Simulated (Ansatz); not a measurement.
# C5H4O: the cost of one run

Computed with Ansatz 0.2.0, driven from Python. Level of theory: PBE0+D3(BJ)/def2-SVP.

## 1. The system

The script builds its own geometries from the SMILES C=Cc1cc1=O.

The script holds or builds the structure itself.

## 2. The script

conformers_c5h4o.py

```python
# -*- coding: utf-8 -*-
"""Rank force-field conformers of C5H4O by single points."""

import ansatz as az
from rdkit import Chem
from rdkit.Chem import AllChem

BASIS_SET = "def2-SVP"
XC = "pbe0"
VDW = "d3bj"

rd = Chem.AddHs(Chem.MolFromSmiles("C=Cc1cc1=O"))
ids = list(AllChem.EmbedMultipleConfs(rd, numConfs=20, randomSeed=446, pruneRmsThresh=0.4))
field = [energy for _, energy in AllChem.MMFFOptimizeMoleculeConfs(rd)]
distinct = {round(e, 2): i for i, e in zip(ids, field)}
chosen = sorted(distinct.items())[:5]
found = []
for force_field, index in chosen:
    system = az.Crystal.molecule()
    for atom, xyz in zip(rd.GetAtoms(), rd.GetConformer(index).GetPositions()):
        system = system.atom(atom.GetSymbol(), xyz.round(5).tolist())
    calc = system.calculation()
    calc = calc.basis(gaussian=BASIS_SET)
    calc = calc.functional(XC, dispersion=VDW)
    found.append(calc.run(threads=1, pin="off").report["free_energy_ev"])
print("conformer   MMFF (kcal/mol)   this level (kJ/mol)")
for (force_field, index), e in zip(chosen, found):
    print(f"{index:9d} {force_field - chosen[0][0]:17.2f} {96.485332 * (e - min(found)):17.3f}")
```

## 3. The input behind the calls

The engine receives this input (first run):

```yaml
crystal:
  periodic: [false, false, false]
  atoms:
    - { symbol: C, position_ang: [-1.76789, 0.07989, 0.46038] }
    - { symbol: C, position_ang: [-0.8637, -0.1046, -0.50833] }
    - { symbol: C, position_ang: [0.51119, -0.05523, -0.29724] }
    - { symbol: C, position_ang: [1.75494, -0.13185, -0.72527] }
    - { symbol: C, position_ang: [1.53554, 0.13721, 0.65479] }
    - { symbol: O, position_ang: [1.92852, 0.35075, 1.73343] }
    - { symbol: H, position_ang: [-1.48088, 0.28311, 1.48916] }
    - { symbol: H, position_ang: [-2.83071, 0.03115, 0.24315] }
    - { symbol: H, position_ang: [-1.20349, -0.305, -1.52119] }
    - { symbol: H, position_ang: [2.41648, -0.28544, -1.52887] }
basis:
  gaussian:
    orbitals: def2-SVP
hamiltonian:
  xc: pbe0
  dispersion: d3bj
```

## 4. The run

The run is started by

```console
> python conformers_c5h4o.py
```

**Question.** How long does this script take on 1 thread of Arm Neoverse V2, shared host, and how much memory does it need?

About 5.3 s, with a peak of 0.3 GiB.
